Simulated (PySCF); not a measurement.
# Indirect couplings

Geometry (Å), atoms numbered from 1 in this order:
```xyz
12

C     2.7552   -1.8928    0.3217
C     1.5646   -1.0744    0.2030
C     0.5633   -0.3868    0.1022
C    -0.5633    0.3867   -0.0120
C    -1.5646    1.0744   -0.1126
C    -2.7552    1.8928   -0.2309
H     2.9589   -2.1473    1.3741
H     3.6389   -1.3678   -0.0746
H     2.6455   -2.8358   -0.2373
H    -2.6626    2.8158    0.3636
H    -2.9346    2.1839   -1.2782
H    -3.6461    1.3514    0.1252
```

Couplings: B3LYP/pcJ-1 (without the spin–dipole term) in PySCF 2.14, geometry PBE0-D3(BJ)/def2-SVP; gas phase, one conformer, non-relativistic. Couplings are averaged over pairs made equivalent by symmetry, fast rotation or ring inversion, so a value needn't be that of the named pair in this geometry, while other rotamers aren't included; one pair stands for each set, and the list holds those of at least 1.5 Hz over up to four bonds.

Isotopes: ¹³C, ¹H.

```json
{"pair": "C1, C2", "bonds": "1", "J (Hz)": "79.5"}
{"pair": "C1, H7", "bonds": "1", "J (Hz)": "?"}
{"pair": "C2, C3", "bonds": "1", "J (Hz)": "?"}
{"pair": "C3, C4", "bonds": "1", "J (Hz)": "176.4"}
{"pair": "C1, C3", "bonds": "2", "J (Hz)": "14.2"}
{"pair": "C2, C4", "bonds": "2", "J (Hz)": "21.2"}
{"pair": "C2, H7", "bonds": "2", "J (Hz)": "-12.1"}
{"pair": "H7, H8", "bonds": "2", "J (Hz)": "-18.9"}
{"pair": "C1, C4", "bonds": "3", "J (Hz)": "?"}
{"pair": "C2, C5", "bonds": "3", "J (Hz)": "15.2"}
{"pair": "C3, H7", "bonds": "3", "J (Hz)": "?"}
{"pair": "C3, H10", "bonds": "4", "J (Hz)": "-5.1"}
```

Q: Estimate the withheld couplings, with signs.

A: 
- ¹J(C1,H7) = 138.7 Hz (bond length 1.102 Å, sp3 carbon)
- ¹J(C2,C3) = 217.7 Hz (bond length 1.219 Å)
- ³J(C1,C4) = 3.4 Hz
- ³J(C3,H7) = 6.2 Hz
